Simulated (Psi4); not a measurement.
**P2H2 (phosphanylidenephosphane): a chain of runs**

We compute a structure relaxation (singlet P2H2, M06-2X/def2-SVP), then the energy (doublet [P2H2]+, UM06-2X/def2-SVP), then a geometry optimisation (doublet [P2H2]+, UM06-2X/def2-SVP), then a single-point energy (singlet P2H2, M06-2X/def2-SVP) of H2P2. 

The calculation is run with Psi4 1.11.

## Step 1: The system as given

P2H2: 4 atoms, total charge 0, spin state singlet. SMILES: `[H]/P=P/[H]`. The coordinates come from a GFN2-xTB relaxation. The run starts from this shape.

Bond lengths: P1–P2 2.016 Å, P1–H3 1.403 Å, P2–H4 1.403 Å. Angles: P1–P2–H4 94.8°, P2–P1–H3 94.8°.

## Step 2: A structure relaxation at M06-2X/def2-SVP (density fitting) (run 1)

job.inp

```
memory 1600 mb

molecule {
  0 1
  P     -0.024370    -1.003630     0.088350
  P      0.024420     1.003540    -0.088260
  H      1.037260    -1.067570     1.003320
  H     -1.037310     1.067660    -1.003410
  units angstrom
}


optimize("m06-2x/def2-SVP")
print_variables()
```

Run with:

```console
$ psi4 -i job.inp -o job.out -n 1
```

job.out:

```text
[...]
  Running in c1 symmetry.
[...]
  Nuclear repulsion =   76.759456495580409
[...]
  Multiplicity = 1
[...]
  Nalpha       = 16
  Nbeta        = 16
[...]
    Number of basis functions: 46
[...]
   @DF-RKS iter   1:  -683.60640331115815   -2.94832e-01   3.48046e-03 ADIIS/DIIS
[...]
   @DF-RKS iter   6:  -683.62446934959974   -1.13687e-12   3.63065e-09 DIIS
[...]
    Orbital Energies [Eh]
    ---------------------
    Doubly Occupied:
       1A    -78.043646     2A    -78.043545     3A     -6.866743
       4A     -6.866566     5A     -4.983084     6A     -4.983015
       7A     -4.982426     8A     -4.982014     9A     -4.980561
      10A     -4.980217    11A     -0.769873    12A     -0.609725
      13A     -0.418526    14A     -0.407030    15A     -0.320007
      16A     -0.307844
[...]
  @DF-RKS Final Energy:  -683.62446934959974
   => Energetics <=
    Nuclear Repulsion Energy =             76.4003940606014993
    One-Electron Energy =               -1096.8370532878379890
    Two-Electron Energy =                 359.1701342613365568
    DFT Exchange-Correlation Energy =     -22.3579443836997669
    Empirical Dispersion Energy =           0.0000000000000000
    VV10 Nonlocal Energy =                  0.0000000000000000
    Total Energy =                       -683.6244693495997353
[...]
 Multipole Moments:
 ------------------------------------------------------------------------------------
     Multipole            Electronic (a.u.)      Nuclear  (a.u.)        Total (a.u.)
 ------------------------------------------------------------------------------------
 L = 1.  Multiply by 2.5417464519 to convert [e a0] to [Debye]
 Dipole X            :          0.0008878           -0.0008843            0.0000036
 Dipole Y            :         -0.0001146            0.0001148            0.0000002
 Dipole Z            :         -0.0010392            0.0010343           -0.0000048
 Magnitude           :                                                    0.0000060
[...]
  -Total Gradient:
     Atom            X                  Y                   Z
    ------   -----------------  -----------------  -----------------
       1        0.000037812563     0.000041836199    -0.000015707803
       2        0.000004801911    -0.000047345328    -0.000034241814
       3        0.000011461226     0.000030632779     0.000049180577
       4       -0.000053300834    -0.000025221869    -0.000000136963
[...]
    Final optimized geometry and variables:
    Molecular point group: c1
    Full point group: C1
    Geometry (in Angstrom), charge = 0, multiplicity = 1:
    P           -0.033238673466    -1.006391159094     0.081015605462
    P            0.033268415598     1.006387299156    -0.081050393553
    H            1.047379559383    -1.069898617213     1.013179622610
    H           -1.048293632443     1.070017245746    -1.012110470720
  Variable Map:
  ----------------------------------------------------------------------------
  "CURRENT ENERGY"              =>    -683.624469349600
  "CURRENT REFERENCE ENERGY"    =>    -683.624469349600
  "DD SOLVATION ENERGY"         =>       0.000000000000
  "DFT FUNCTIONAL TOTAL ENERGY" =>    -683.624469349600
[...]
```

On the terminal:

```text
Optimizer: Optimization complete!
```

Wall time 13 s (1 thread of Intel Xeon Platinum 8488C (Sapphire Rapids), shared host); peak memory 0.49 GiB.

Steps, from the record of the run:

```
step  energy from the first frame kept (eV)  largest force (eV/Å)
   0                                 0.0000                0.6350
   1                                -0.0146                0.0426
   2                                -0.0147                0.0102
   3                                -0.0147                0.0030
```

After the run. Bond lengths: P1–P2 2.020 Å, P1–H3 1.429 Å, P2–H4 1.429 Å. Angles: P1–P2–H4 94.1°, P2–P1–H3 94.1°.

## Step 3: The doublet cation: the energy at UM06-2X/def2-SVP (density fitting) (run 2)

job.inp

```
memory 1600 mb

molecule {
  1 2
  P     -0.033215    -1.006433     0.081058
  P      0.033292     1.006345    -0.081008
  H      1.047403    -1.069941     1.013222
  H     -1.048270     1.069975    -1.012068
}

set reference uks

energy('m06-2x/def2-SVP')
```

Run with:

```console
$ psi4 -i job.inp -o job.out -n 1
```

job.out:

```text
[...]
  Running in c1 symmetry.
[...]
  Nuclear repulsion =   76.400408840310831
[...]
  Multiplicity = 2
[...]
  Nalpha       = 16
  Nbeta        = 15
[...]
    Number of basis functions: 46
[...]
   @DF-UKS iter   1:  -683.25176118799720    3.55150e-02   2.24001e-03 DIIS/ADIIS
[...]
   @DF-UKS iter   8:  -683.26249162872705   -1.43158e-07   9.18602e-07 DIIS
[...]
   @S^2 Observed:                7.577646817E-01
[...]
    Orbital Energies [Eh]
    ---------------------
    Alpha Occupied:
       1A    -78.337870     2A    -78.337767     3A     -7.157999
       4A     -7.157815     5A     -5.278534     6A     -5.277877
       7A     -5.273024     8A     -5.272950     9A     -5.271199
      10A     -5.271093    11A     -1.042564    12A     -0.881102
      13A     -0.692754    14A     -0.668409    15A     -0.593337
      16A     -0.575240
    Alpha Virtual:
      17A     -0.327690    18A     -0.179999    19A     -0.162143
      20A     -0.113209    21A      0.051556    22A      0.128323
      23A      0.129837    24A      0.134786    25A      0.183864
[...]
  @DF-UKS Final Energy:  -683.26249162872705
   => Energetics <=
    Nuclear Repulsion Energy =             76.4004088403108312
    One-Electron Energy =               -1087.8917254628274804
    Two-Electron Energy =                 350.4274398063391800
    DFT Exchange-Correlation Energy =     -22.1986148125495397
    Empirical Dispersion Energy =           0.0000000000000000
    VV10 Nonlocal Energy =                  0.0000000000000000
    Total Energy =                       -683.2624916287270480
[...]
 Multipole Moments:
 ------------------------------------------------------------------------------------
     Multipole            Electronic (a.u.)      Nuclear  (a.u.)        Total (a.u.)
 ------------------------------------------------------------------------------------
 L = 1.  Multiply by 2.5417464519 to convert [e a0] to [Debye]
 Dipole X            :         -0.0000144           -0.0008845           -0.0008989
 Dipole Y            :          0.0001692            0.0001143            0.0002835
 Dipole Z            :          0.0000367            0.0010344            0.0010711
 Magnitude           :                                                    0.0014267
[...]
```

Wall time 5.4 s (1 thread of Intel Xeon Platinum 8488C (Sapphire Rapids), shared host); peak memory 0.45 GiB.

## Step 4: The doublet cation: a geometry optimisation at UM06-2X/def2-SVP (density fitting) (run 3)

input.inp

```
memory 1600 MB

molecule {
  1 2
  P     -0.033215    -1.006433     0.081058
  P      0.033292     1.006345    -0.081008
  H      1.047403    -1.069941     1.013222
  H     -1.048270     1.069975    -1.012068
  symmetry c1
}

set basis def2-SVP
set reference uks

opt("m06-2x")
print_variables()
```

Run with:

```console
$ psi4 -i input.inp -o input.out -n 1
```

input.out:

```text
[...]
  Running in c1 symmetry.
[...]
  Nuclear repulsion =   76.400408840310831
[...]
  Multiplicity = 2
[...]
  Nalpha       = 16
  Nbeta        = 15
[...]
    Number of basis functions: 46
[...]
   @DF-UKS iter   1:  -683.25176118799720    3.55150e-02   2.24001e-03 DIIS/ADIIS
[...]
   @DF-UKS iter  10:  -683.27196903091522   -2.01226e-11   6.27237e-09 DIIS
[...]
   @S^2 Observed:                7.568593769E-01
[...]
    Orbital Energies [Eh]
    ---------------------
    Alpha Occupied:
       1A    -78.334014     2A    -78.333891     3A     -7.155417
       4A     -7.155176     5A     -5.276207     6A     -5.275405
       7A     -5.270643     8A     -5.270540     9A     -5.268868
      10A     -5.268651    11A     -1.046896    12A     -0.886472
      13A     -0.703219    14A     -0.677710    15A     -0.580756
      16A     -0.571655
    Alpha Virtual:
      17A     -0.323453    18A     -0.170341    19A     -0.148523
      20A     -0.130050    21A      0.036605    22A      0.101726
      23A      0.126381    24A      0.155436    25A      0.176392
[...]
  @DF-UKS Final Energy:  -683.27196903091522
   => Energetics <=
    Nuclear Repulsion Energy =             77.4034640638491709
    One-Electron Energy =               -1089.9185042219501156
    Two-Electron Energy =                 351.4473145483631811
    DFT Exchange-Correlation Energy =     -22.2042434211773489
    Empirical Dispersion Energy =           0.0000000000000000
    VV10 Nonlocal Energy =                  0.0000000000000000
    Total Energy =                       -683.2719690309152156
[...]
 Multipole Moments:
 ------------------------------------------------------------------------------------
     Multipole            Electronic (a.u.)      Nuclear  (a.u.)        Total (a.u.)
 ------------------------------------------------------------------------------------
 L = 1.  Multiply by 2.5417464519 to convert [e a0] to [Debye]
 Dipole X            :          0.0000884           -0.0001867           -0.0000983
 Dipole Y            :         -0.0000118            0.0000250            0.0000132
 Dipole Z            :         -0.0001037            0.0002186            0.0001148
 Magnitude           :                                                    0.0001517
[...]
  -Total Gradient:
     Atom            X                  Y                   Z
    ------   -----------------  -----------------  -----------------
       1        0.000047665264     0.000239451409     0.000012929270
       2       -0.000045917535    -0.000239678896    -0.000014995361
       3       -0.000001330131    -0.000037284029     0.000004792426
       4       -0.000000497406     0.000037522075    -0.000002632792
[...]
    Final optimized geometry and variables:
    Molecular point group: c1
    Full point group: C1
    Geometry (in Angstrom), charge = 1, multiplicity = 2:
    P            0.044459536722    -0.975007342832     0.144083746818
    P           -0.044453258122     0.975006502018    -0.144091098880
    H            1.101752539757    -1.199470112459     1.073046773598
    H           -1.101945501684     1.199495953419    -1.072820820661
  Variable Map:
  ----------------------------------------------------------------------------
  "CURRENT ENERGY"              =>    -683.271969030915
  "CURRENT REFERENCE ENERGY"    =>    -683.271969030915
  "DD SOLVATION ENERGY"         =>       0.000000000000
  "DFT FUNCTIONAL TOTAL ENERGY" =>    -683.271969030915
[...]
```

Standard output:

```text
Optimizer: Optimization complete!
```

It took 21 s on 1 thread of Intel Xeon Platinum 8488C (Sapphire Rapids), shared host; peak memory 0.49 GiB.

Steps, from the record of the run:

```
step  energy from the first frame kept (eV)  largest force (eV/Å)
   0                                 0.0000                1.9037
   1                                -0.2441                0.5935
   2                                -0.2574                0.1294
   3                                -0.2579                0.0126
```

After the run. Bond lengths: P1–P2 1.973 Å, P1–H3 1.425 Å, P2–H4 1.425 Å. Angles: P1–P2–H4 106.5°, P2–P1–H3 106.5°.

## Step 5: A single-point energy at M06-2X/def2-SVP (density fitting) (run 4)

input.dat

```
memory 1.6 GB

molecule system {
  P      0.044483    -0.975049     0.144126
  P     -0.044430     0.974964    -0.144049
  H      1.101776    -1.199512     1.073089
  H     -1.101922     1.199454    -1.072778
}

set basis def2-SVP

energy("m06-2x")
```

Run with:

```console
$ psi4 -i input.dat -o output.dat -n 1
```

output.dat:

```text
[...]
  Running in c1 symmetry.
[...]
  Nuclear repulsion =   77.403491675173541
[...]
  Multiplicity = 1
[...]
  Nalpha       = 16
  Nbeta        = 16
[...]
    Number of basis functions: 46
[...]
   @DF-RKS iter   1:  -683.59380995100196   -2.69907e-01   3.60548e-03 DIIS/ADIIS
[...]
   @DF-RKS iter   6:  -683.61345136465980   -7.26667e-08   5.53310e-07 DIIS
[...]
    Orbital Energies [Eh]
    ---------------------
    Doubly Occupied:
       1A    -78.041603     2A    -78.041479     3A     -6.865882
       4A     -6.865647     5A     -4.982403     6A     -4.982303
       7A     -4.982023     8A     -4.981298     9A     -4.979631
      10A     -4.979341    11A     -0.775356    12A     -0.617419
      13A     -0.443087    14A     -0.402900    15A     -0.326264
      16A     -0.287505
[...]
  @DF-RKS Final Energy:  -683.61345136465980
   => Energetics <=
    Nuclear Repulsion Energy =             77.4034916751735409
    One-Electron Energy =               -1098.7992487137184980
    Two-Electron Energy =                 360.1455955423306250
    DFT Exchange-Correlation Energy =     -22.3632898684454346
    Empirical Dispersion Energy =           0.0000000000000000
    VV10 Nonlocal Energy =                  0.0000000000000000
    Total Energy =                       -683.6134513646597952
[...]
 Multipole Moments:
 ------------------------------------------------------------------------------------
     Multipole            Electronic (a.u.)      Nuclear  (a.u.)        Total (a.u.)
 ------------------------------------------------------------------------------------
 L = 1.  Multiply by 2.5417464519 to convert [e a0] to [Debye]
 Dipole X            :          0.0001811           -0.0001864           -0.0000053
 Dipole Y            :         -0.0000259            0.0000253           -0.0000006
 Dipole Z            :         -0.0002136            0.0002192            0.0000056
 Magnitude           :                                                    0.0000077
[...]
```

It took 3.9 s on 1 thread of Intel Xeon Platinum 8488C (Sapphire Rapids), shared host; peak memory 0.45 GiB.

## Step 6: Results

```
                                                               quantity          value
                        run 1, M06-2X/def2-SVP: total energy at the end  -683.62447 Eh
                                  run 1, M06-2X/def2-SVP: dipole moment         0.00 D
                                    run 1, M06-2X/def2-SVP: HOMO energy       -8.38 eV
                                    run 1, M06-2X/def2-SVP: LUMO energy       -1.92 eV
                                  run 1, M06-2X/def2-SVP: HOMO–LUMO gap        6.46 eV
                                    doublet cation, run 2: total energy  -683.26249 Eh
              doublet cation, run 2: HOMO energy (highest over α and β)      -15.38 eV
               doublet cation, run 2: LUMO energy (lowest over α and β)      -11.32 eV
                                            doublet cation, run 2: ⟨S²⟩          0.758
                         doublet cation, run 3: total energy at the end  -683.27197 Eh
              doublet cation, run 3: HOMO energy (highest over α and β)      -15.54 eV
               doublet cation, run 3: LUMO energy (lowest over α and β)      -10.76 eV
                                            doublet cation, run 3: ⟨S²⟩          0.757
                                   run 4, M06-2X/def2-SVP: total energy  -683.61345 Eh
                                    run 4, M06-2X/def2-SVP: HOMO energy       -7.82 eV
                                    run 4, M06-2X/def2-SVP: LUMO energy       -1.83 eV
                                  run 4, M06-2X/def2-SVP: HOMO–LUMO gap        5.99 eV
adiabatic ionisation energy (to the doublet cation, no zero-point term)       9.592 eV
```

The adiabatic ionisation energy (to the doublet cation, no zero-point term) is 9.59 eV (221 kcal/mol). The optimisation (run 1, M06-2X/def2-SVP) took 4 steps and changed the energy by -0.015 eV. The optimisation (doublet cation, run 3) took 4 steps and changed the energy by -0.258 eV.
